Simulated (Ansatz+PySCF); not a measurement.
Results of a calculation; reference values are marked as such.
This PySCF input gave a total energy of -129.12443 hartree.

```python
from pyscf import gto, scf

mol = gto.M(atom="""
N 0.000000 0.000000 -0.658020
O 0.000000 0.000000 0.575770
""", basis='def2-svp', charge=0, spin=1)
mf = scf.UHF(mol)
mf.init_guess = '1e'
mf.kernel()
while True:  # follow internal instabilities
    mo, _, stable, _ = mf.stability(return_status=True)
    if stable: break
    mf.kernel(mf.make_rdm1(mo, mf.mo_occ))
print(mf.converged, mf.e_tot, mf.spin_square()[0])
```

Task: Write an input for Ansatz with the same method and basis set.

Result:

```yaml
crystal:
  periodic: [false, false, false]
  atoms:
    - { symbol: "N", position_ang: [0.0, 0.0, -0.65802] }
    - { symbol: O, position_ang: [0.0, 0.0, 0.57577] }
basis:
  gaussian: { orbitals: def2-SVP }
magnetization:
  spin_polarized: true
  initial_magnetization: 1
hamiltonian:
  xc: hf
```

Ansatz (development build ahead of 0.2.0) gave -129.12443 hartree, 0.03 meV from the first. Caution: the unrestricted determinant is spin contaminated.
